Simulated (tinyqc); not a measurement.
Harmonic frequencies on the RHF/sto-3g surface (energies and gradients from PySCF), for HF, spin multiplicity 1, step by step. One step of it, computed by the program tinyqc.

Question. One row of the Hessian: 1Fz. Displace 1Fz by +/-0.002 bohr; H(k, :) = (g(+) - g(-)) / (2 delta).

optimised positions (bohr):
```
           x         y          z
1F  0.000000  0.000000  -0.075081
2H  0.000000  0.000000   1.730481
```

gradient at +delta (hartree/bohr):
```
             x           y            z
1F  0.00000000  0.00000000   0.00145594
2H  0.00000000  0.00000000  -0.00145594
```

gradient at -delta (hartree/bohr):
```
             x           y            z
1F  0.00000000  0.00000000  -0.00144518
2H  0.00000000  0.00000000   0.00144518
```

Give: row of the Hessian.

Answer.

row of the Hessian (hartree/bohr^2): 1Fx 0.000000, 1Fy 0.000000, 1Fz 0.725281, 2Hx 0.000000, 2Hy 0.000000, 2Hz -0.725281
